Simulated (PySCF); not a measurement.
Gas-phase reaction: 2 SiH + 3 SiH3F → 3 SiHF + 2 SiH4

Computed with PySCF and rigid-rotor harmonic-oscillator thermochemistry at 1 bar. † marks an energy on the PBE0/def2-TZVP geometry and frequencies; other levels use their own. 6-31G* has spherical d functions here. Open shells (unrestricted): SiH (multiplicity 2, electronic degeneracy 4); the rest are closed-shell singlets. Spin-orbit splitting is ignored; it lowers the true energy and changes the entropy of SiH. B3LYP is the form with VWN-RPA correlation. SiHF: computed as isolated molecules; such fragments, hydroxides, amides, oligomers or adducts are transient or little studied in the gas. The harmonic model lacks anharmonicity and excited electronic states, which grow with temperature; levels with a mode under 35 cm⁻¹ are left out.

```tsv
level	ΔE electronic, kJ	ΔH°(298 K), kJ	ΔS°(298 K), J/K	ΔG°(1000 K), kJ
B3LYP/6-31G*	-64	-73	15	-86
B3LYP/def2-TZVP†	-67	-75	14	-88
BLYP/def2-TZVP†	-89	-97	14	-110
PBE/def2-TZVP†	-79	-88	14	-100
PBE0/def2-TZVP	-49	-58	14	-70
LDA/def2-TZVP†	-104	-113	14	-125
```
ΔH° is lowest at LDA/def2-TZVP† and highest at PBE0/def2-TZVP. No reference value is set beside these.
